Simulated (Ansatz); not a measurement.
Basis-set series for `CC1(C)CC1`. Charge 0, multiplicity 1. The structure was optimised at the PBE0-D4/def2-TZVP level.

| functional | basis | functions | energy (Eh) | HOMO (eV) | LUMO (eV) |
| --- | --- | --- | --- | --- | --- |
| PBE0-D4 | def2-SVP | 120 | -196.15516 | -7.58 | 1.88 |
| PBE0-D4 | def2-QZVPP | 585 | -196.37573 | -7.61 | 0.77 |
| ωB97M-V | def2-SVP | 120 | -196.26206 | -9.85 | 3.50 |
| ωB97M-V | def2-QZVPP | 585 | -196.49619 | -9.87 | 1.83 |

(1) Give the rows for def2-TZVPP. (An estimate is asked.)

Results:

(1) Computed: 
```
functional       basis  functions  energy (Eh)  HOMO (eV)  LUMO (eV)
   PBE0-D4  def2-TZVPP        295   -196.36462      -7.60       1.31
   ωB97M-V  def2-TZVPP        295   -196.48538      -9.87       2.71
```

Positive LUMOs are unbound and depend on the basis.
